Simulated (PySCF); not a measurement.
# Vibration and rotation of BC⁻

MN15 constants of BC⁻, ³Π (triplet), unpaired electrons σ ↑, π ↑ (basis B aug-pcseg-1, C aug-pcseg-1; no relativity; PySCF 2.14; masses 11.0093 and 12.0000 u):

| Property | Result |
| --- | --- |
| ωe | 1356.6 cm⁻¹ |
| ωexe | 10.8 cm⁻¹ |
| Be | 1.438 cm⁻¹ |
| αe | 0.0160 cm⁻¹ |
| D (centrifugal) | 6.46e-06 cm⁻¹ |
| De to B + C⁻ | 5.17 eV |

Task: Give the vibrational terms G(v) and spacings up to v = 6.

Result: G(v) = ωe(v+½) − ωexe(v+½)².

| v | G(v) (cm⁻¹) | G(v) − G(v−1) | Bv (cm⁻¹) |
| --- | --- | --- | --- |
| 0 | 675.6 |  | 1.430 |
| 1 | 2010.6 | 1335.0 | 1.414 |
| 2 | 3324.0 | 1313.4 | 1.398 |
| 3 | 4615.8 | 1291.8 | 1.382 |
| 4 | 5886.0 | 1270.2 | 1.366 |
| 5 | 7134.6 | 1248.6 | 1.350 |
| 6 | 8361.6 | 1227.0 | 1.334 |

Task: How well does the Morse estimate ωe²/(4ωexe) reproduce De, and what is D0?

Result: It gives 5.28 eV, 102 % of the computed De. D0 = De − G(0) = 5.17 − 0.08 = 5.09 eV.

For an ion De counts to the pair picked by the measured ionisation energies or electron affinities, which need not be the lowest pair at this level. The state was picked by a PBE0 search and need not be the measured ground state.
